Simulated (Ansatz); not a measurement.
in.yaml

```yaml
crystal:
  periodic: [false, false, false]
  atoms:
    - {symbol: Al, position_ang: [0.000000, -0.731650, 2.134388]}
    - {symbol: Ga, position_ang: [0.000000, 0.600560, 0.041906]}
    - {symbol: Cl, position_ang: [0.000000, -0.685503, -1.702572]}
    - {symbol: H, position_ang: [0.000000, 2.154230, -0.148441]}
basis:
  gaussian: {orbitals: cc-pVDZ}
magnetization: {spin_polarized: true, initial_magnetization: 2}
correlation: {method: ccsdt_q, electrons: outside_noble_gas}
```

```sh
$ ansatz run in.yaml --threads 1 --pin off --events-out ev --progress --plain --max-ram 2393MiB
```

Log:

```
1348 factors; integrals over basis functions are off by at most 2.5e-7 eV
mean field evaluation 1: about -71434.4850 eV, gradient 1.0e1 eV
mean field evaluation 2: about -71434.4933 eV, gradient 1.0e1 eV
mean field evaluation 4: about -71435.9731 eV, gradient 1.9e0 eV
mean field evaluation 8: about -71436.1567 eV, gradient 2.5e-1 eV
mean field evaluation 16: about -71435.7414 eV, gradient 4.3e0 eV
mean field evaluation 32: about -71436.1646 eV, gradient 3.5e-4 eV
mean field evaluation 64: about -71435.1604 eV, gradient 4.0e0 eV
mean field evaluation 96: about -71434.1104 eV, gradient 1.2e-1 eV
mean field evaluation 128: about -71435.7175 eV, gradient 6.2e-1 eV
mean field evaluation 160: about -71434.0002 eV, gradient 1.8e0 eV
mean field evaluation 192: about -71436.1646 eV, gradient 7.4e-3 eV
mean field -71436.16459459 eV, -2625.2306276798 hartree, gradient 3.9e-6 eV, S^2 2.015121; 11 other end points of the search recorded, 0 dependent functions left out
determinant -71436.16459459 eV, -2625.2306276798 hartree, with singles and doubles -71443.16757118 eV, -2625.4879823226 hartree
determinant -71435.74455300 eV, -2625.2151914361 hartree, with singles and doubles -71442.63432267 eV, -2625.4683858014 hartree
determinant -71434.11057867 eV, -2625.1551439869 hartree, with singles and doubles -71441.06429725 eV, -2625.4106884313 hartree
determinant -71433.10219447 eV, -2625.1180865511 hartree, with singles and doubles -71440.42222659 eV, -2625.3870927698 hartree
determinant -71436.16459459 eV, -2625.2306276798 hartree, with singles and doubles -71443.16932872 eV, -2625.4880469109 hartree
determinant -71435.74455300 eV, -2625.2151914361 hartree, with singles and doubles -71442.63566020 eV, -2625.4684349548 hartree
24 core orbitals not correlated: weight in the atoms' cores, before any rotation towards them, 0.986 or more for the frozen orbitals, at most 0.017 for the correlated occupied ones
reference -71436.16459459 eV, -2625.2306276798 hartree; 8, 6 occupied and 36, 38 virtual orbitals, 1348 factors
second order -6.02867776 eV of doubles, -0.00000000 eV of singles
cycle   1  -6.68610007 eV  change   -6.6e-1 eV  update   9.0e-2
cycle   2  -7.06541673 eV  change   -3.8e-1 eV  update   4.6e-2
cycle   3  -7.21706162 eV  change   -1.5e-1 eV  update   3.1e-2
cycle   4  -7.21589371 eV  change    1.2e-3 eV  update   1.7e-2
cycle   5  -7.22902215 eV  change   -1.3e-2 eV  update   1.0e-2
cycle   6  -7.23818059 eV  change   -9.2e-3 eV  update   5.5e-3
cycle   7  -7.23723245 eV  change    9.5e-4 eV  update   2.7e-3
cycle   8  -7.23638767 eV  change    8.4e-4 eV  update   1.1e-3
cycle   9  -7.23680075 eV  change   -4.1e-4 eV  update   5.6e-4
cycle  10  -7.23694774 eV  change   -1.5e-4 eV  update   2.6e-4
cycle  11  -7.23687057 eV  change    7.7e-5 eV  update   1.3e-4
cycle  12  -7.23684290 eV  change    2.8e-5 eV  update   7.6e-5
cycle  13  -7.23682528 eV  change    1.8e-5 eV  update   3.7e-5
cycle  14  -7.23682060 eV  change    4.7e-6 eV  update   1.9e-5
cycle  15  -7.23683872 eV  change   -1.8e-5 eV  update   1.1e-5
cycle  16  -7.23684901 eV  change   -1.0e-5 eV  update   5.2e-6
cycle  17  -7.23685131 eV  change   -2.3e-6 eV  update   3.3e-6
cycle  18  -7.23685239 eV  change   -1.1e-6 eV  update   2.5e-6
cycle  19  -7.23685254 eV  change   -1.5e-7 eV  update   1.7e-6
perturbative correction -0.01674300 eV, -0.0006152938 hartree
Total energy: -71443.41819013 eV, -2625.4971923993 hartree
```

Ran on 1 thread of Arm Neoverse V2, shared host: 75 s wall, 0.69 GiB peak host memory.
